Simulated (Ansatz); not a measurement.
Basis-set extrapolation for C$_{6}$H$_{14}$ (`CCCC(C)C`) (PBE0-D4/def2-TZVP geometry, frozen core, Ansatz). Multiplicity 1, RHF reference.

```tsv
	def2-TZVPP	def2-QZVPP
HF	-235.454912	-235.466218
MP2 correlation	-1.068433	-1.134056
CCSD(T) correlation	-1.183288	not run
```

Energies in hartree. Use E(X) = E(∞) + A·exp(−7.88·√X) for Hartree–Fock and E(X) = E(∞) + B·X^(−2.97) for correlation, with X = 3 and 4, and add CCSD(T) minus MP2 of the smaller set to the MP2 limit.

Problem. What is the CCSD(T) energy at the basis-set limit?

Solution. HF limit: -235.466218 + (-0.011306) × 0.13774 = -235.46778. MP2 limit: -1.134056 + (-0.065623) × 0.74074 = -1.18267. Higher-order term: -1.183288 − (-1.068433) = -0.11485. Total: -236.76530 hartree, 3.46 eV below CCSD(T)/def2-TZVPP.
